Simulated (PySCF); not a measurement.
**Heteronuclear NMR**

Geometry:
```json
{"atom": "O1", "x (Å)": "-0.347", "y (Å)": "1.057", "z (Å)": "0.794"}
{"atom": "C2", "x (Å)": "-0.063", "y (Å)": "0.028", "z (Å)": "0.312"}
{"atom": "F3", "x (Å)": "0.944", "y (Å)": "-0.731", "z (Å)": "0.657"}
{"atom": "F4", "x (Å)": "-0.699", "y (Å)": "-0.563", "z (Å)": "-0.665"}
```

Non-relativistic Hamiltonian, one conformer, no solvent model, fast rotation and ring inversion assumed for equivalent nuclei. Shieldings: GIAO PBE0/pcSseg-1; structure optimised with PBE0-D3(BJ)/def2-SVP; spin–spin couplings from B3LYP/pcJ-1; PySCF 2.14.0 with density-fitted response routines.

(1) Where does $^{19}$F resonate?

(2) What are the $^{17}$O shifts?

## Answers

(1) 
```json
{"atoms": "F3/F4", "environment": "fluorine bonded to C", "σ (ppm)": "199.1", "δ (ppm)": "-26.8"}
```

Shieldings were converted by a linear fit to measured shifts: $^{19}$F: δ = 160.63 − 0.942σ +14.9 on sp3 carbon (rms 6.9 ppm, 221 shifts, 7.7 ppm with the 5 outliers that the fit left out vs CFCl3, solution or neat liquid). A few per cent of atoms miss by over 2 rms, more outside the fitted compound classes. Couplings are scaled by factors fitted to measured values: $^{1}J$(C,F) × 0.77 (rms 7.3 Hz); all others are unscaled and can be 10–30 % off.

Couplings (the largest are listed; each averaged over equivalent pairs): $^{1}J$(C2,F3) = -312.0 Hz, $^{2}J$(F3,F4) = -249.3 Hz, $^{2}J$(O1,F3) = 55.1 Hz.

On a 400 MHz spectrometer $^{19}$F resonates near 376.4 MHz, so 1 ppm is 376.4 Hz.

(2) 
| atoms | environment | σ (ppm) | δ (ppm) |
| --- | --- | --- | --- |
| O1 | carbonyl oxygen | 11.9 | 253.5 |

Shieldings were converted by a linear fit to measured shifts: $^{17}$O (scatter 13.4 ppm rms, 14.2 ppm with the 1 outlier that the fit left out vs liquid water, solution or neat liquid). Occasional misses reach two or three times the rms, and more in compound classes unlike the fitted ones. Couplings are scaled by factors fitted to measured values: $^{1}J$(C,F) × 0.77 (rms 7.3 Hz); all others are unscaled and can be 10–30 % off.

Couplings (the largest are listed; each averaged over equivalent pairs; quadrupolar broadening usually hides them): $^{1}J$(O1,C2) = 21.5 Hz, $^{2}J$(O1,F3) = 55.1 Hz.

On a 500 MHz spectrometer $^{17}$O resonates near 67.8 MHz, so 1 ppm is 67.8 Hz.
